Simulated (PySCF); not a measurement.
**Vertical excitation energies**

Nitrosyl chloride, ClNO.
Cartesian coordinates in Å at the PBE0-D3(BJ)/def2-SVP level; atoms count from 1:
```
atom  x, y, z in Å
O1    -1.1402   -0.3141   -0.0031
N2    -0.3434    0.4874   -0.0145
Cl3    1.4896   -0.2082   -0.0016
```

Theory: TDDFT wB97X-D/def2-SVPD, vertical, gas phase, core orbitals frozen in the response in PySCF 2.14.0, density-fitted response routines.

```csv
state,λ (nm),E (eV),f,symmetry,"main configurations (H = HOMO, L = LUMO)"
S1,458.3,2.71,0.0001,–,H→L (94%)
S2,319.7,3.88,0.0000,–,H-1→L (94%)
S3,300.4,4.13,0.0000,–,"H-2→L (81%), H→L+1 (18%)"
S4,251.1,4.94,0.0016,–,"H-1→L+1 (88%), H→L+1 (11%)"
S5,246.1,5.04,0.0002,–,H-2→L+1 (100%)
S6,184.3,6.73,0.501,A′,"H→L+1 (63%), H-2→L (17%), H-1→L+1 (9%)"
S7,136.7,9.07,0.0003,–,"H-3→L (78%), H-5→L (21%)"
S8,134.5,9.22,0.073,A′,"H→L+2 (79%), H→L+3 (14%)"
S9,130.5,9.50,0.132,A′,"H-1→L+2 (46%), H-1→L+3 (42%)"
S10,128.3,9.66,0.140,A″,"H-2→L+2 (48%), H-2→L+3 (43%)"
```

Triplets, Tamm–Dancoff:

| state | E (eV) | λ (nm) | main configurations (H = HOMO, L = LUMO) |
| --- | --- | --- | --- |
| T1 | 1.96 | 631.4 | H→L (94%) |
| T2 | 3.24 | 382.9 | H→L+1 (93%) |
| T3 | 3.72 | 333.4 | H-2→L (96%) |
| T4 | 3.76 | 329.6 | H-1→L (95%) |

The lowest singlet comes at 458 nm (261 kJ/mol) in the visible; it is dark (f under 0.0005); its leading configuration is HOMO→LUMO (94%). The most intense listed level is S6 at 6.73 eV (184 nm, f = 0.501), 4.02 eV above S1. Löwdin shares by element: HOMO chlorine 50%, nitrogen 26%, oxygen 23%; LUMO nitrogen 53%, oxygen 40%, chlorine 8%. Weighted by f, the mean energy of these states is 7.85 eV. The listed states span 6.96 eV, and the widest gap between neighbours is 2.34 eV (S6 to S7). Orbital energies (eV): HOMO-3 -17.54, HOMO-2 -11.18, HOMO-1 -11.04, HOMO -10.60, LUMO -2.00, LUMO+1 -0.60, LUMO+2 3.08. S1 lies in the visible range (380 to 750 nm), at 458 nm, dark in the vertical dipole picture (f under 0.0005); light of that wavelength is blue, and its complementary colour is yellow; a Tamm–Dancoff triplet lies at 631 nm, without intensity as long as spin–orbit coupling is left out. The vertical ionisation energy (ΔSCF) is 11.50 eV, 1.84 eV above S10. Symmetry labels in Cs follow from the direction of the transition dipole and are given only for states with f of 0.002 or more. The window holds the lowest 10 singlets.
